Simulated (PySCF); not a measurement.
Work out the structure from these simulated measurements.

Formula: C4H4FN.

| Item | Value |
| --- | --- |
| 1H NMR | chemical shifts (computed TMS as zero) by class: 10.54 (1 H), 7.07 (1 H), 4.20 (1 H), 2.57 (1 H) ppm [GIAO PBE0/pcSseg-1] |
| Dipole | 2.38 D [PBE0/def2-SVPD] |
| UV, strongest line | among the 6 lowest singlet transitions: S4 at 6.75 eV (184 nm, f = 0.371) [TDDFT PBE0/def2-SVPD] |
| Rotational structure | rotational constants A, B, C: 12.723, 1.963, 1.855 GHz [GFN2-xTB] |
| UV, first state | lowest singlet excitation: 4.44 eV (279 nm, f = 0.018) [TDDFT PBE0/def2-SVPD] |
| 13C NMR | chemical shifts (computed TMS as zero) by class: 177.8 (1 C), 160.5 (1 C), 122.9 (1 C), 23.5 (1 C) ppm [GIAO PBE0/pcSseg-1] |
| NMR, other nuclei | isotropic shieldings of nuclei other than C and H, by class: -91 (1 N), 300 (1 F) ppm [GIAO PBE0/pcSseg-1] |
| Polarisability | 53.7 au [PBE0/def2-SVPD] |

Gas-phase values; electronic properties from PySCF, density fitting. Levels stand in brackets. NMR shifts are as computed; neighbouring signals can stand in another order in a measured spectrum. Isolated species at its GFN2-xTB geometry (one conformer only). NMR classes are plain means over equivalent atoms (diastereotopic ones count apart unless rotation or inversion swaps them), as if these changed places fast.

Question: What is the compound? Reason from the data.

Answer: Numbering: `[F:1]/[CH:2]=[CH:3]\[C@H:4]1[CH:5]=[N:6]1`. Its formula, C4H4FN, gives 3 degrees of unsaturation: 1 ring and 2 π bonds in the structure found. 4 carbons fall into 4 classes; from least to most shielded: C=N carbon [C5] (177.8 ppm), vinylic C–F carbon [C2] (160.5 ppm), alkene CH carbon [C3] (122.9 ppm), ring sp3 carbon bound to nitrogen [C4] (23.5 ppm). Hydrogen classes from least to most shielded: 1 H on a C=N carbon, C5 (10.54 ppm), 1 H on a vinylic C–F carbon, C2 (7.07 ppm), 1 H on an alkene CH carbon, C3 (4.20 ppm), 1 H on an sp3 carbon bound to nitrogen, C4 (2.57 ppm). The other shieldings belong to: -91 ppm, C=N nitrogen [N6]; 300 ppm, vinyl fluorine [F1]. S1 is mainly HOMO→LUMO (weight 0.90); the largest Löwdin shares of the orbital it empties are 0.24 on the vinylic C–F carbon, 0.20 on the alkene CH carbon, 0.18 on the C=N nitrogen and 0.13 on the sp3 carbon bound to nitrogen, of the orbital it fills 0.36 on the C=N carbon, 0.34 on the C=N nitrogen, 0.08 on the hydrogen on a C=N carbon and 0.07 on the sp3 carbon bound to nitrogen. The optimised geometry has point group C1 and is an asymmetric top. Structure: `F/C=C\[C@H]1C=N1`. Computed isomers that give other values at the same levels: `C/C(F)=C\C#N` (13C chemical shifts (computed TMS as zero) by class: 190.6 (1 C), 119.7 (1 C), 86.7 (1 C), 20.1 (1 C) ppm); `N#CC/C=C/F` (13C chemical shifts (computed TMS as zero) by class: 162.6 (1 C), 121.1 (1 C), 110.4 (1 C), 16.2 (1 C) ppm); `[H]/N=C\C#CCF` (13C chemical shifts (computed TMS as zero) by class: 154.9 (1 C), 95.2 (1 C), 94.9 (1 C), 73.2 (1 C) ppm). The assignments are read from this structure; whether some other isomer fits the data as well wasn't checked. The mirror image fits equally.

The values belong to the conformer `[F:1]/[CH:2]=[CH:3]\[C@H:4]1[CH:5]=[N:6]1`: C2–C3–C4–C5 152°.
